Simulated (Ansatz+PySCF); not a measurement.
Results of a calculation; reference values are marked as such.
## Ansatz (development build ahead of 0.2.0) run

```yaml
crystal:
  periodic: [false, false, false]
  atoms:
    - { symbol: F, position_ang: [0.0, -0.0783, -1.8923] }
    - { symbol: C, position_ang: [0.0, 0.52092, -0.72261] }
    - { symbol: C, position_ang: [0.0, -0.0054, 0.53449] }
    - { symbol: H, position_ang: [0.0, 0.64586, 1.39655] }
    - { symbol: H, position_ang: [0.0, -1.08308, 0.68386] }
basis:
  gaussian: { orbitals: cc-pVTZ }
magnetization:
  initial_magnetization: 1
hamiltonian:
  xc: hf
correlation:
  method: mp2
  frozen_orbitals: { C: 1, F: 1, H: 0 }
output:
  forces: true
```

The input is written out in the form of the current development build from the run's settings. Correlation on restricted open-shell orbitals is semicanonical, with singles.

The run gave:

```
Converged                                                          : yes
Reference energy                                                   : -176.29408 hartree
Correlation energy                                                 : -0.54544 hartree
Total energy                                                       : -176.83952 hartree
Spin squared of the determinant                                    : 0.750
Stability test                                                     : minimum among restricted orbitals
Occupied orbitals by symmetry in an Abelian subgroup (alpha; beta) : 10 A' 2 A''; 9 A' 2 A''
```

Forces (eV/Å):
```
atom     Fx      Fy      Fz
  F1  0.000   0.114   0.424
  C2  0.000  -0.972   1.920
  C3  0.000   0.631  -1.923
  H4  0.000   0.023  -0.253
  H5  0.000   0.204  -0.167
```

Caution: forces differ strongly between restricted and unrestricted references.
